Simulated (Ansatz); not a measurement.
# FCI/STO-3G run of Si2H4 (SMILES [SiH][SiH3])

What is the energy change on altering one bond length of Si2H4 at FCI/STO-3G? 

Program for the calculation: Ansatz 0.2.0.

29 further runs of the same task are left out: 29 set aside as unsound or not needed.

## (1) Starting point

The species is Si2H4 (6 atoms), meant as a triplet with charge 0. SMILES: `[SiH][SiH3]`. The coordinates come from a GFN2-xTB relaxation.

Bond lengths: Si1–Si2 2.254 Å, Si1–H3 1.473 Å, Si2–H4 1.467 Å, Si2–H5 1.474 Å, Si2–H6 1.474 Å. Angles: Si1–Si2–H4 105.5°, Si1–Si2–H5 115.5°, Si1–Si2–H6 115.4°, Si2–Si1–H3 128.8°, H4–Si2–H5 107.9°, H4–Si2–H6 107.9°, H5–Si2–H6 104.3°.

## (2) The energy at FCI/STO-3G

Input file in.yaml:

```yaml
basis:
  gaussian:
    orbitals: STO-3G
crystal:
  periodic: [false, false, false]
  atoms:
    - {symbol: Si, position_ang: [0.322720, -1.575880, 0.287350]}
    - {symbol: Si, position_ang: [-0.300130, 0.523270, -0.245660]}
    - {symbol: H, position_ang: [1.427930, -2.017820, 1.155760]}
    - {symbol: H, position_ang: [-1.456530, 0.376070, -1.136010]}
    - {symbol: H, position_ang: [0.714920, 1.325330, -0.951090]}
    - {symbol: H, position_ang: [-0.708920, 1.369020, 0.889660]}
accuracy: high
correlation:
  method: fci
  frozen_orbitals: {H: 0, Si: 5}
magnetization:
  spin_polarized: true
  initial_magnetization: 2
total_charge: 0
```

Started as:

```sh
$ ansatz run in.yaml --threads 1 --pin off --max-ram 2610MiB --events-out events.jsonl --progress --plain --runs-dir runs
```

What it wrote:

```text
Warning: RAYON_NUM_THREADS=1 ignored (pool sized by the plan → 1); use --threads N
Functional definition: HF
  name "HF"
  exchange = exact_x
  correlation = 0
388 factors; integrals over basis functions are off by at most 6.1e-9 eV
mean field evaluation 1: about -15603.0648 eV, gradient 7.2e0 eV
mean field evaluation 2: about -15603.0747 eV, gradient 7.2e0 eV
mean field evaluation 4: about -15603.9410 eV, gradient 1.1e0 eV
mean field evaluation 8: about -15603.9815 eV, gradient 8.6e-3 eV
mean field -15603.98153381 eV, -573.4357446089 hartree, gradient 8.2e-8 eV, S^2 2.005594; 0 other end points of the search recorded, 0 dependent functions left out
mean field evaluation 16: about -15603.9490 eV, gradient 3.9e-1 eV
10 core orbitals not correlated: weight in the atoms' cores, before any rotation towards them, 1.000 or more for the frozen orbitals, at most 0.000 for the correlated occupied ones
reference -15603.94897484 eV, -573.4345480889 hartree; 7, 5 occupied and 5, 7 virtual orbitals, 388 factors
state -15606.40153887 eV, -573.5246781544 hartree
Total energy: -15606.40153887 eV, -573.5246781544 hartree
```

Wall time 2.3 s (1 thread of AMD EPYC 9R14 (Zen 4), shared host); peak memory 0.14 GiB.

## (3) The distorted shape, same level

Input file run.yaml:

```yaml
crystal:
  periodic: [false, false, false]
  atoms:
    - symbol: Si
      position_ang: [0.478423, -2.100636, 0.420595]
    - symbol: Si
      position_ang: [-0.300130, 0.523270, -0.245660]
    - symbol: H
      position_ang: [1.583633, -2.542576, 1.289005]
    - symbol: H
      position_ang: [-1.456530, 0.376070, -1.136010]
    - symbol: H
      position_ang: [0.714920, 1.325330, -0.951090]
    - symbol: H
      position_ang: [-0.708920, 1.369020, 0.889660]
basis:
  gaussian:
    orbitals: STO-3G
magnetization:
  spin_polarized: true
  initial_magnetization: 2
correlation:
  method: fci
  frozen_orbitals: {H: 0, Si: 5}
accuracy: high
```

Started as:

```sh
$ ansatz run run.yaml --threads 1 --pin off --max-ram 2610MiB --events-out events.jsonl --progress --plain --runs-dir runs
```

What it wrote:

```text
Warning: RAYON_NUM_THREADS=1 ignored (pool sized by the plan → 1); use --threads N
[... 4 set-up lines as earlier in the session ...]
374 factors; integrals over basis functions are off by at most 1.1e-8 eV
mean field evaluation 1: about -15601.3851 eV, gradient 6.5e0 eV
mean field evaluation 2: about -15601.3951 eV, gradient 6.5e0 eV
mean field evaluation 4: about -15602.1213 eV, gradient 1.3e0 eV
mean field evaluation 8: about -15602.1811 eV, gradient 9.0e-3 eV
mean field -15602.18105443 eV, -573.3695782121 hartree, gradient 7.3e-8 eV, S^2 2.060542; 0 other end points of the search recorded, 0 dependent functions left out
mean field evaluation 16: about -15602.0019 eV, gradient 7.7e-1 eV
10 core orbitals not correlated: weight in the atoms' cores, before any rotation towards them, 1.000 or more for the frozen orbitals, at most 0.000 for the correlated occupied ones
reference -15602.00186156 eV, -573.3629929955 hartree; 7, 5 occupied and 5, 7 virtual orbitals, 374 factors
state -15604.92277735 eV, -573.4703346709 hartree
Total energy: -15604.92277735 eV, -573.4703346709 hartree
```

Wall time 2.6 s (1 thread of AMD EPYC 9R14 (Zen 4), shared host); peak memory 0.14 GiB.

## (4) Summary of results

Level: FCI/STO-3G, 10 core orbitals frozen.

```
                                                           quantity          value
                                          first shape: total energy  -573.52468 Eh
          first shape: correlation energy (10 core orbitals frozen)      -90.1 mEh
                                      distorted shape: total energy  -573.47033 Eh
      distorted shape: correlation energy (10 core orbitals frozen)     -107.3 mEh
energy change with the Si1–Si2 bond stretched from 2.254 to 2.817 Å       1.479 eV
```

In words: With the Si1–Si2 bond stretched from 2.254 to 2.817 Å the energy rises by 1.48 eV (34 kcal/mol). The first shape isn't relaxed at this level, so the change isn't measured from a minimum. The minimal basis adds a large error of its own.
